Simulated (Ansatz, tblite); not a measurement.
# The cluster NbS₃−: isomers from a random search

The task here is to estimate one member of a computed series from the others.

Method: relaxed with PBE-D4/def2-SVPD, singlet; program: Ansatz 0.2.0, Gaussian basis.

3 further runs of the same task are left out: 3 set aside as unsound or not needed. Runs told in other sessions of the task aren't counted.

## Where the work starts

4 atoms, charge -1, spin multiplicity 1.

Atoms are counted from 1 here; the program's logs count them from 0.

Bond lengths: Nb1–S2 2.265 Å, Nb1–S3 2.265 Å, Nb1–S4 2.264 Å. Angles: S2–Nb1–S3 104.8°, S2–Nb1–S4 104.9°, S3–Nb1–S4 104.8°.

As a file:

```
Nb   -0.3356   -0.5964   -0.0238
S     0.8840   -0.3097    1.8630
S    -1.6883    1.2174   -0.1218
S     1.1398   -0.3113   -1.7174
```

Nb takes a core potential in the def2 sets. No spin-orbit coupling is included. The ion is computed in the gas phase, without counter-ions or solvent.

A search from random starts with GFN2-xTB found 4 distinct shapes; 2 go on here. The structure above is candidate A, which lies 0.00 eV above the lowest at that level; B lies 1.22 eV above the lowest at that level.

Set-up of the first run:

Contents of in.yaml:

```yaml
crystal:
  periodic: [false, false, false]
  atoms:
    - {symbol: Nb, position_ang: [-0.335550, -0.596380, -0.023840]}
    - {symbol: S, position_ang: [0.884000, -0.309690, 1.862990]}
    - {symbol: S, position_ang: [-1.688290, 1.217380, -0.121770]}
    - {symbol: S, position_ang: [1.139840, -0.311310, -1.717380]}
basis:
  gaussian: {orbitals: def2-SVPD}
total_charge: -1
hamiltonian: {xc: pbe, dispersion: d4}
scf: {lower_state_search: "off"}
output: {orbitals: {seedname: orbitals}}
relax: {f_tol: 0.02, max_steps: 100}
```

The run is started by

```console
$ ansatz run in.yaml --threads 4 --pin off --events-out ev --progress --plain --max-ram 3916MiB
```

Steps of the session up to this table: Relaxing candidate A; Relaxing candidate B; Candidate B, PBE0-D4/def2-TZVPD; Candidate B, PBE-D4/def2-TZVPD; Candidate B, r2SCAN-D4/def2-TZVPD; Candidate B, revPBE-D4/def2-TZVPD; Candidate B, B3LYP-D4/def2-TZVPD; Candidate B, CCSD(T)/def2-TZVPPD.

One of the session's tables, all rows but one given; the rest of the session is left out.

It belongs to the step «B against A». 

| level | B above A (kcal/mol) |
| --- | --- |
| GFN1-xTB | +29.8 |
| GFN2-xTB | +33.6 |
| HF/def2-TZVPPD | +83.0 |
| PBE-D4/def2-TZVPD | +80.1 |
| revPBE-D4/def2-TZVPD | +80.5 |
| r2SCAN-D4/def2-TZVPD | +88.2 |
| B3LYP-D4/def2-TZVPD | ? |
| PBE0-D4/def2-TZVPD | +83.7 |
| MP2/def2-TZVPPD | +98.9 |
| CCSD/def2-TZVPPD | +83.3 |
| CCSD(T)/def2-TZVPPD | +82.1 |

**Question.** Estimate the row for B3LYP-D4/def2-TZVPD.

The run gave: B above A (kcal/mol): +81.9. In the column «B above A (kcal/mol)» it lies between revPBE-D4/def2-TZVPD (+80.5) and CCSD(T)/def2-TZVPPD (+82.1).

CCSD(T)/def2-TZVPPD is no safe reference here (restricted state is unstable towards broken spin symmetry).

Caveats from the session: The search was small, so a lower isomer may exist. Only singlets are compared; another spin may lie lower and prefer another shape.
